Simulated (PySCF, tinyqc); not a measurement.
CISD on RHF in the sto-3g basis, frozen core, for LiH, spin multiplicity 1, step by step. The lowest restricted solution is unstable here: a spin-polarised one lies 0.0827 hartree lower (PySCF). One step of it, computed by the program tinyqc.

Task: CISD: determinants and Hamiltonian. Slater-Condon rules over spin orbitals, with the nuclear repulsion and the energy of the frozen orbital added and E(HF) subtracted on the diagonal. Only determinants linked to the reference directly or through others are kept (one block of an abelian symmetry group), so some states are absent.

one-electron integrals dressed by the frozen orbital, h + 2 (pq|11) - (p1|1q) (hartree), order 2, 3, 4, 5, 6:
```
[[-0.570436, 0.092020, 0.000000, 0.000000, 0.089457],
 [0.092020, -0.338614, 0.000000, 0.000000, -0.090562],
 [0.000000, 0.000000, -0.255744, 0.000000, 0.000000],
 [0.000000, 0.000000, 0.000000, -0.255744, 0.000000],
 [0.089457, -0.090562, 0.000000, 0.000000, -0.337794]]
```

energy of the frozen orbital, 2 h_11 + (11|11) = -7.48170934 hartree

Two-electron integrals over orbitals (pq|rs), unique and non-zero (hartree); the lowest 1 orbital is frozen and left out:
```
(22|22) 0.398180    (32|22) -0.092020   (32|32) 0.065422    (33|22) 0.230158
(33|32) 0.013085    (33|33) 0.293408    (42|42) 0.022020    (43|42) 0.024563
(43|43) 0.040353    (44|22) 0.214208    (44|32) 0.038068    (44|33) 0.264842
(44|44) 0.312946    (52|52) 0.022020    (53|52) 0.024563    (53|53) 0.040353
(54|54) 0.016869    (55|22) 0.214208    (55|32) 0.038068    (55|33) 0.264842
(55|44) 0.279207    (55|55) 0.312946    (62|22) -0.089457   (62|32) 0.075194
(62|33) -0.006155   (62|44) 0.049403    (62|55) 0.049403    (62|62) 0.119212
(63|22) 0.082878    (63|32) -0.052977   (63|33) -0.029618   (63|44) -0.022812
(63|55) -0.022812   (63|62) -0.051635   (63|63) 0.060507    (64|42) 0.014200
(64|43) 0.006431    (64|64) 0.016444    (65|52) 0.014200    (65|53) 0.006431
(65|65) 0.016444    (66|22) 0.342276    (66|32) -0.045304   (66|33) 0.253602
(66|44) 0.249872    (66|55) 0.249872    (66|62) -0.030853   (66|63) 0.039837
(66|66) 0.332617
```

nuclear repulsion = 0.51965029 hartree

Hartree-Fock energy = -7.70475041 hartree

Give: determinants; H - E(HF) between determinants.

Result:

Occupation strings over the orbitals (2 doubly, a alpha, b beta, 0 empty; spin orbitals ordered 1a 1b 2a 2b ...): 220000 2ab000 2a000b 2ba000 2b000a 202000 20a00b 200200 200020 20b00a 200002

H - E(HF) between determinants (hartree), order 220000, 2ab000, 2a000b, 2ba000, 2b000a, 202000, 20a00b, 200200, 200020, 20b00a, 200002:
```
[[0.000, 0.000, 0.000, 0.000, 0.000, 0.065, 0.075, 0.022, 0.022, -0.075, 0.119],
 [0.000, 0.064, -0.008, -0.065, -0.075, 0.105, -0.053, 0.025, 0.025, -0.083, -0.052],
 [0.000, -0.008, 0.177, -0.075, -0.119, -0.053, 0.047, 0.014, 0.014, 0.052, 0.059],
 [0.000, -0.065, -0.075, 0.064, -0.008, -0.105, -0.083, -0.025, -0.025, -0.053, 0.052],
 [0.000, -0.075, -0.119, -0.008, 0.177, 0.053, 0.052, -0.014, -0.014, 0.047, -0.059],
 [0.065, 0.105, -0.053, -0.105, 0.053, 0.359, -0.120, 0.040, 0.040, 0.120, 0.061],
 [0.075, -0.053, 0.047, -0.083, 0.052, -0.120, 0.320, 0.006, 0.006, -0.061, -0.051],
 [0.022, 0.025, 0.014, -0.025, -0.014, 0.040, 0.006, 0.544, 0.017, -0.006, 0.016],
 [0.022, 0.025, 0.014, -0.025, -0.014, 0.040, 0.006, 0.017, 0.544, -0.006, 0.016],
 [-0.075, -0.083, 0.052, -0.053, 0.047, 0.120, -0.061, -0.006, -0.006, 0.320, 0.051],
 [0.119, -0.052, 0.059, 0.052, -0.059, 0.061, -0.051, 0.016, 0.016, 0.051, 0.400]]
```
